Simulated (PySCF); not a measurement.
```xyz
4
charge 0 multiplicity 1, angstrom
B     0.0085    0.0000    0.4818
S    -0.0236    0.0000   -1.1353
O     0.0873    0.0000    1.7930
H    -0.7295    0.0000    2.2985
```

All numbers come from PBE0/[B def2-TZVP, S def2-TZVP, O def2-TZVP, H def2-TZVP], no relativity, density fitting, PySCF.

This geometry of BS(OH) is a stationary point at this level.

Q: What is the point group?

A: Cs.

Q: Is it a minimum?

A: Yes: all harmonic wavenumbers are real.

Q: List the harmonic modes with their infrared intensities.

A: 
| symmetry | ω (cm⁻¹) | IR (km/mol) |
| --- | --- | --- |
| a' | 382 | 22.5 |
| a'' | 423 | 6.0 |
| a' | 767 | 0.3 |
| a' | 882 | 217 |
| a' | 1674 | 534 |
| a' | 3892 | 239 |

Other isomers or separated fragments may lie lower.
